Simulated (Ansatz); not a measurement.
**Worked example: the enthalpy of formation of HNO3 (nitric acid)**

HNO3 has 5 atoms, charge 0, and is taken as a singlet. SMILES: `O=[N+]([O-])O`. The shape is that of a PBE0-D4/def2-TZVP optimisation. This is one conformer, not always the lowest.

```xyz
5

O     1.3179   -0.3158    0.7465
N     0.2531   -0.2797    0.2262
O    -0.5964   -1.1240    0.1414
O    -0.0441    0.9329   -0.3740
H    -0.9304    0.7865   -0.7402
```

Total energies at HF/def2-SVPD (Ansatz 0.2.0); the atoms run unrestricted:

| species | state | energy (Eh) |
| --- | --- | --- |
| HNO3 | singlet | -279.243640 |
| O | triplet | -74.724233 |
| N | quartet | -54.337261 |
| H | doublet | -0.499278 |

Harmonic wavenumbers at PBE0-D4/def2-TZVP, in cm⁻¹: 505, 609, 691, 814, 956, 1343, 1401, 1821, 3763.

Measured heats of formation of the gaseous atoms at 298.15 K, in kJ/mol: O 249.2, N 472.4, H 218.0. Spin-orbit lowering of the atoms at 298 K (mean of the ground term's levels less their thermal mean, from spectra), in kJ/mol: O 0.40. Take 1 Eh = 2625.50 kJ/mol, 1 cm⁻¹ = 0.0119627 kJ/mol, RT = 2.479 kJ/mol.

Work out the heat of formation of the gas at 298 K.


1. Electronic atomisation energy: 3 × (-74.724233) + (-54.337261) + (-0.499278) − (-279.243640) = 0.234402 Eh = 615.4 kJ/mol.
2. Zero-point energy: half the sum of the wavenumbers, 5951.5 cm⁻¹ = 71.2 kJ/mol.
3. Thermal vibrational enthalpy, Σ hcν̃/(exp(hcν̃/kT) − 1): 1.6 kJ/mol. Translation, rotation and pV of a non-linear molecule: 4 RT = 9.9 kJ/mol.
4. The 5 free atoms carry 5/2 RT each: 31.0 kJ/mol.
5. Spin-orbit coupling lowers the free atoms by 3 × 0.40 = 1.2 kJ/mol.
6. Atomisation enthalpy at 298 K: 615.4 − 1.2 − 71.2 − 1.6 − 9.9 + 31.0 = 562.5 kJ/mol.
7. Sum of the atoms' heats of formation: 1438.0 kJ/mol. Heat of formation: 1438.0 − 562.5 = +875.5 kJ/mol.

The tabulated value is -134.2 kJ/mol (Active Thermochemical Tables), so this level is off by +1009.7 kJ/mol, or 64.2 % of the atomisation enthalpy that the table implies (1572.3 kJ/mol). Hartree–Fock leaves out correlation, which is larger in the molecule than in the atoms, so it underbinds and puts the heat of formation too high. Anharmonicity and any spin-orbit splitting of the molecule are left out.
